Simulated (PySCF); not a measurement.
# Two-dimensional NMR puzzle

Compound of formula C$_{5}$H$_{6}$. Correlations simulated from computed shifts and the bond graph:

HSQC (one-bond C–H):
| δH | δC |
| --- | --- |
| 6.61 | 152.5 |
| 5.72 | 116.5 |
| 2.51 | 85.9 |
| 1.97 | 23.0 |

COSY cross peaks (H two or three bonds apart, from the bond graph; peaks can be absent where the dihedral angle is near 90°):
| δH | δH |
| --- | --- |
| 6.61 | 5.72 |
| 6.61 | 1.97 |

HMBC (two and three bonds, from the bond graph):
| δH | δC |
| --- | --- |
| 6.61 | 116.5, 87.0, 23.0 |
| 5.72 | 152.5, 87.0, 85.9, 23.0 |
| 2.51 | 116.5, 87.0 |
| 1.97 | 152.5, 116.5 |

Carbons without hydrogens: δ 87.0.

How the numbers were obtained: shielding tensors at PBE0/pcSseg-1 (GIAO), GFN2-xTB geometry, in PySCF 2.14 (one conformer, non-relativistic, no solvent model, equivalent nuclei averaged).

δ = σ(ref) − σ, references computed at the same level: TMS for ¹H (σref 31.72), ¹³C (σref 186.93).

Exchangeable hydrogens are left out of these lists.

Assemble the structure.

Answers

`C#C/C=C/C`.

Numbering as in the mapped SMILES `[CH:1]#[C:2]/[CH:3]=[CH:4]/[CH3:5]` (H(Xn): hydrogen on atom n).

1. δC 152.5 is C4, an alkene CH (δH 6.61).
2. δC 116.5 is C3, an alkene CH (δH 5.72).
3. δC 87.0 is C2, an alkyne carbon.
4. δC 85.9 is C1, a terminal alkyne carbon (δH 2.51).
5. δC 23.0 is C5, an allylic methyl carbon (δH 1.97).
6. HMBC from δH 6.61 reaches the proton-free carbon C2.
7. HMBC from δH 5.72 reaches the proton-free carbon C2.
8. HMBC from δH 2.51 reaches the proton-free carbon C2.
9. COSY links 6.61–5.72, 6.61–1.97.

Shifts are as computed. Against solution values, carbons near 30 ppm lie about +3 ppm off and those near 130 ppm about +5 ppm. Of 1211 compounds with measured shifts, 218 miss one by over three times the rms of a fit or turn the order of signals round; such compounds aren't used in these exercises.
